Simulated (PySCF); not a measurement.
Electron affinity of H by level of theory

H⁻ 1s2 (1S) → H 1s1 (2S), as a difference of total energies. Computed with PySCF 2.14 in aug-cc-pVTZ-DK (4s3p2d, 23 functions), with the spin-free X2C one-electron Hamiltonian (Gaussian nucleus). Correlated levels: valence: nothing frozen. The calculations carry no spin-orbit coupling.

Order these methods by the electron affinity they give, lowest first.
A. PBE0
B. BHandHLYP
C. PBE
D. PW91

A (0.613 eV), B (0.663 eV), C (0.702 eV), D (0.731 eV).

Errors of the correlated levels include the incompleteness of this basis.

A negative affinity means that the anion lies above the atom at that level of theory.

In the anion the highest occupied orbital energy is positive at LDA, PBE, PBE0, r2SCAN, PW91, BP86, BHandHLYP, a self-interaction effect; the basis confines that electron, and the energy difference can still be sensible.

For comparison: 0.754 eV (measured; photodetachment measurements, as compiled on the Wikipedia data page of electron affinities).
